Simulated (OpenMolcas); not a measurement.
BHF2 (SMILES FBF): methods side by side

BHF2 has 4 atoms, charge 0, and is taken as a singlet. As SMILES, `FBF`. The coordinates come from a PBE0-D4/def2-TZVP relaxation.

```xyz
4

F     1.1543    0.4569   -0.3619
B    -0.0019   -0.0310    0.0252
F    -1.0954    0.5287   -0.4389
H    -0.0570   -0.9546    0.7756
```

Quantity: the energy change with the F1–B2 bond stretched from 1.313 to 2.627 Å, in eV. The values are calculated.

```json
{"level": "HF/STO-3G (restricted)", "kind": "Hartree–Fock", "program": "OpenMolcas", "value (eV)": "10.21", "less FCI/STO-3G": "+4.16", "CPU time (all runs)": "3.2 s"}
{"level": "r2SCAN/STO-3G (restricted)", "kind": "meta-GGA", "program": "OpenMolcas", "value (eV)": "7.83", "less FCI/STO-3G": "+1.78", "CPU time (all runs)": "10 s"}
{"level": "B3LYP/STO-3G (restricted)", "kind": "global hybrid", "program": "OpenMolcas", "value (eV)": "7.99", "less FCI/STO-3G": "+1.94", "CPU time (all runs)": "8.8 s"}
{"level": "PBE0/STO-3G (restricted)", "kind": "global hybrid", "program": "OpenMolcas", "value (eV)": "8.28", "less FCI/STO-3G": "+2.23", "CPU time (all runs)": "8.3 s"}
{"level": "MP2/STO-3G (restricted)", "kind": "perturbation theory", "program": "OpenMolcas", "value (eV)": "7.83", "less FCI/STO-3G": "+1.78", "CPU time (all runs)": "3.3 s"}
{"level": "CASPT2(2,2)/STO-3G", "kind": "multireference", "program": "OpenMolcas", "value (eV)": "5.95", "less FCI/STO-3G": "-0.10", "CPU time (all runs)": "3.3 s"}
{"level": "CISD/STO-3G (restricted)", "kind": "coupled cluster or CI", "program": "OpenMolcas", "value (eV)": "6.64", "less FCI/STO-3G": "+0.59", "CPU time (all runs)": "3.5 s"}
{"level": "FCI/STO-3G", "kind": "exact in the basis", "program": "OpenMolcas", "value (eV)": "6.05", "less FCI/STO-3G": "0.00", "CPU time (all runs)": "3.7 min"}
```

FCI/STO-3G is exact within its basis and frozen core, so for wave-function methods in that basis the difference is their error; functionals converge differently with the basis, so for them it is only a difference. A spin-restricted reference rises too steeply as a bond breaks; here HF/STO-3G, r2SCAN/STO-3G, B3LYP/STO-3G, PBE0/STO-3G, MP2/STO-3G, CISD/STO-3G lie well above the multireference or unrestricted value. The first shape isn't each level's own minimum. The values span 5.95 to 10.21 eV. All rows use very small basis sets, so none should be taken for the real molecule's value. CPU times are rough (shared hosts, several kinds of processor and program).
